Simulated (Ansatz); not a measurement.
CH3Cl, singlet: reading a ladder of total energies

Geometry: MP2(full)/6-31G*, from the G2/97 set.

```xyz
5

C     0.0000    0.0000   -1.2269
Cl    0.0000    0.0000    0.5504
H     0.0000    1.0293   -1.5798
H     0.8914   -0.5147   -1.5798
H    -0.8914   -0.5147   -1.5798
```

Basis cc-pV(T+d)Z; Ansatz 0.2.0. Only valence electrons are correlated (noble-gas cores frozen), which leaves 14 electrons in 105 orbitals. R marks a restricted (for open shells ROHF) determinant.

Full CI isn't at hand for all of this; RCCSDT(Q) serves as the reference, and is uncertain by about the last step of the cluster series.

Runs differ by some tens of microhartree through their thresholds, so steps under 0.03 kcal/mol mean nothing.

```
    level  total energy (hartree)
      RHF             -499.148603
     RMP2             -499.521844
    RCCSD             -499.552988
 RCCSD(T)             -499.568445
   RCCSDT             -499.569130
RCCSDT(Q)             -499.569782
```

**Question.** What is the correlation energy at RCCSDT(Q), and what share of it do RMP2 and RCCSD(T) recover?

**Answer.** E(corr) = -499.569782 − (-499.148603) = -0.421179 hartree = -11.461 eV. RMP2: -0.373241 / -0.421179 = 88.62 %. RCCSD(T): -0.419842 / -0.421179 = 99.68 %.

**Question.** By how many kcal/mol does RCCSD(T) miss RCCSDT(Q) (1 hartree = 627.509 kcal/mol), and which steps make up the rest?

**Answer.** -499.568445 − (-499.569782) = 0.001337 hartree = 0.84 kcal/mol. Steps: RCCSDT − RCCSD(T) = -0.43, RCCSDT(Q) − RCCSDT = -0.41 kcal/mol. Differences between like states or geometries often cancel part of this.
